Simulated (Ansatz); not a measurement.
Relaxed structures of MgSiH$_{2}$F (charge +1), singlet (PBE0-D4/def2-TZVP; forces vanish, vibrations not checked; lower isomers may exist, and structures with a doubtful reference or unclear bonds are left out; Å). Computed with Ansatz 0.2.0 (basis: def2-TZVPP); correlated methods freeze the cores. The outer core shell of Li, Na, Mg and K is correlated. The def2 sets are not built for correlating such inner shells, so the correlated values are less sure here.

**Question.** Rank them by CCSD(T) energy, lowest first, and give each one's height above the lowest. Links in brackets join atoms within 1.22 times the sum of their covalent radii (1.1 for two metals). (To be estimated.)
A.
MgSiH₂F ([F][Mg][SiH2]), total charge +1
```
5
angstrom
F -0.1296 -2.3165 2.3988
Mg -0.0635 -1.1238 1.1627
Si 0.0415 0.7404 -0.7668
H -0.7385 0.7402 -2.0310
H 0.8901 1.9596 -0.7637
```
B.
MgSiH₂F ([Mg][F][SiH2]), total charge +1
```
5
angstrom
F 0.1400 -0.6929 0.4871
Mg -0.2730 -1.8178 2.1013
Si 0.3515 0.3837 -0.8215
H -0.9502 0.4339 -1.5374
H 0.7317 1.6931 -0.2295
```
C.
MgSiH₂F ([FH][Mg][SiH]), total charge +1
```
5
angstrom
F -0.2085 -2.3685 2.3673
Mg -0.0801 -0.9077 0.9151
Si 0.2222 1.0721 -0.8493
H -0.8128 0.2946 -1.6640
H -0.1156 -2.8887 3.1384
```

**Answer.** Computed: B (0.000 eV), A (0.257 eV), C (1.283 eV). Heights count from the lowest.

No T1 diagnostic of these runs exceeds 0.027. The T1 diagnostic is large here, which may signal multireference character or strong orbital relaxation, so CCSD(T) is less sure. The restricted Hartree–Fock reference is unstable towards an unrestricted one at one or more of these structures. The program raised a doubt about the electronic state. A large double-excitation amplitude points to some diradical character; no triplet was computed.

For scale, one of the runs: CCSD(T)/def2-TZVPP, 133 basis functions, launched by `ansatz run in.yaml --threads 2 --pin off --events-out ev --progress --plain --max-ram 4352MiB`. The run took 39 s on 2 CPU threads of an Arm Neoverse V1 (shared host), with 1.2 GiB of host memory at its peak.
